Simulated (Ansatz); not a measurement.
# A saddle search, step by step

CH₄AlCl, closed shell, PBE-D4/def2-SVP (Ansatz 0.2.0). Settings; a guess of the unstable mode was typed too, and convergence needs a confirmed negative curvature besides the force tolerance:

```yaml
hamiltonian: {xc: pbe, dispersion: d4}
saddle:
  f_tol: 0.05
  max_steps: 40
```

Start:

```xyz
7
angstrom
Al -0.6789 -1.2694 0.0769
C 0.1072 0.7075 -0.1978
H -1.0544 -0.2235 -1.0355
Cl 0.3771 -1.9119 1.8034
H 1.1944 0.3440 -0.3281
H 0.0032 1.0979 0.7379
H -0.0757 1.3730 -1.0015
```

| step | energy less the last (meV) | largest force component (eV/Å) |
| --- | --- | --- |
| 1 | 269.8 | 3.375 |
| 2 | 3.0 | 0.627 |
| 3 | 11.3 | 0.273 |
| 4 | 5.1 | 0.156 |
| 5 | 2.2 | 0.136 |
| 6 | 0.9 | 0.107 |
| 7 | 0.7 | 0.048 |
| 8 | 0.3 | 0.009 |
| 9 | 0.1 | 0.006 |
| 10 | 0.0 | 0.004 |
| 11 | 0.0 | 0.004 |
| 12 | 0.0 | 0.002 |

Step 2, positions (Å) and forces (eV/Å):

```
atom       x       y       z      Fx      Fy      Fz
 Al1  -0.675  -1.287   0.064   0.078   0.148  -0.024
  C2   0.149   0.685  -0.200   0.318  -0.514  -0.241
  H3  -1.100  -0.265  -1.059  -0.327  -0.249  -0.192
 Cl4   0.376  -1.905   1.803  -0.057  -0.030  -0.021
  H5   1.199   0.330  -0.329   0.070   0.123   0.022
  H6   0.000   1.149   0.776  -0.012   0.385   0.627
  H7  -0.075   1.409  -0.999  -0.070   0.137  -0.172
```

Step 9, positions (Å) and forces (eV/Å):

```tsv
atom	x	y	z	Fx	Fy	Fz
Al1	-0.720	-1.327	0.073	-0.002	-0.001	0.003
C2	0.168	0.677	-0.219	-0.001	0.003	0.000
H3	-1.088	-0.265	-1.044	0.004	0.000	0.003
Cl4	0.367	-1.899	1.807	0.000	0.001	-0.006
H5	1.233	0.376	-0.345	-0.002	0.001	0.003
H6	-0.005	1.131	0.783	0.001	-0.001	-0.002
H7	-0.082	1.424	-0.999	0.001	-0.002	-0.002
```

Step 11, positions (Å) and forces (eV/Å):

| atom | x | y | z | Fx | Fy | Fz |
| --- | --- | --- | --- | --- | --- | --- |
| Al1 | -0.731 | -1.321 | 0.082 | -0.004 | 0.002 | -0.004 |
| C2 | 0.170 | 0.676 | -0.221 | 0.001 | -0.001 | 0.000 |
| H3 | -1.092 | -0.263 | -1.041 | 0.001 | 0.000 | 0.000 |
| Cl4 | 0.379 | -1.905 | 1.796 | 0.003 | -0.002 | 0.004 |
| H5 | 1.237 | 0.377 | -0.330 | 0.000 | 0.001 | 0.000 |
| H6 | -0.018 | 1.134 | 0.777 | 0.000 | 0.000 | -0.001 |
| H7 | -0.073 | 1.419 | -1.007 | -0.001 | 0.000 | 0.000 |

Last step (12):

Al1  (-0.740, -1.316, 0.089)
C2  (0.172, 0.674, -0.223)
H3  (-1.092, -0.263, -1.041)
Cl4  (0.385, -1.908, 1.792)
H5  (1.242, 0.382, -0.326)
H6  (-0.024, 1.131, 0.773)
H7  (-0.071, 1.417, -1.009)
(Å)

The run took about 90 s on 2 CPU threads of an Arm Neoverse N1 (shared host).
